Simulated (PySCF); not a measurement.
# C3H5ClO (Propionyl Chloride): the cost of one run

Computed with PySCF 2.14.0, with density-fitted response routines of our own, on a single molecule in the gas phase. Atoms are numbered from 0 throughout.

## Step 1: The molecule as given

10 atoms, charge 0, multiplicity 1; geometry from: GFN2-xTB. The atoms were then displaced at random by about 0.01 Å, so the start is not that level's minimum.

Bonds of the start (Å): C0–C1 1.52, C1–C2 1.48, C2–O3 1.19, C2–Cl4 1.79, C0–H5 1.12, C0–H6 1.08, C0–H7 1.07, C1–H8 1.11, C1–H9 1.08.

## Step 2: Optimising the geometry at PBE0-D3(BJ)/def2-SVP

What the job is given:

```
{"job": {"xc": "PBE0", "basis": "def2-SVP", "d3": "d3bj", "grid": 1, "shake": 0.01, "kind": "geom"}, "charge": 0, "multiplicity": 1}
C     -1.148530    -0.419670    -0.061120
C      0.032450     0.530250    -0.125410
C      1.279560    -0.187110     0.206880
O      1.490280    -1.317190     0.503140
Cl     2.701800     0.901090     0.129440
H     -2.076210     0.157120    -0.323760
H     -1.270790    -0.810830     0.933220
H     -1.031190    -1.212990    -0.767850
H     -0.077270     1.372980     0.594070
H      0.150330     0.965420    -1.109660
```

Launch:

```sh
> OMP_NUM_THREADS=1 python probes_run.py task.json out
```

This one command runs all jobs of the session in turn.

**Question.** How long does this first job take on 1 thread of Intel Xeon Platinum 8488C, shared host, and how much memory does it need?

About 28 s, with a peak of 0.42 GiB.
